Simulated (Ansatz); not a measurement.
Ansatz (a first-principles code) input (MP2/def2-TZVPP):

Ansatz 0.2 input:
```yaml
crystal:
  periodic: [false, false, false]
  atoms:
    - {symbol: F, position_ang: [-0.00000000, -0.00000000, -0.10164744]}
    - {symbol: H, position_ang: [0.00000000, 0.00000000, 0.91482694]}
basis:
  gaussian:
    orbitals: def2-TZVPP
total_charge: 1
magnetization: {spin_polarized: true, initial_magnetization: 1}
correlation: {method: mp2, electrons: outside_noble_gas}
```

Output:

```
Functional definition: HF
integrals: 0.01 GiB planned
285 factors; integrals over basis functions are off by at most 1.3e-3 eV
mean field: 0.06 GiB planned
mean field evaluation 1: about -2707.0290 eV, gradient 2.6e1 eV
mean field evaluation 2: about -2707.0315 eV, gradient 2.6e1 eV
mean field evaluation 4: about -2708.6706 eV, gradient 1.1e0 eV
mean field evaluation 8: about -2708.6771 eV, gradient 3.7e-4 eV
mean field evaluation 16: about -2708.6771 eV, gradient 2.1e-5 eV
mean field -2708.67708172 eV, -99.5420467459 hartree, gradient 9.4e-7 eV, S^2 0.755036; 2 other end points of the search recorded, 0 dependent functions left out
1 core orbitals not correlated
reference -2708.67708172 eV, -99.5420467459 hartree; 4, 3 occupied and 40, 41 virtual orbitals, 285 factors
second order -5.49134218 eV of doubles, -0.00000000 eV of singles
Total energy: -2714.16842389 eV, -99.7438498486 hartree
```
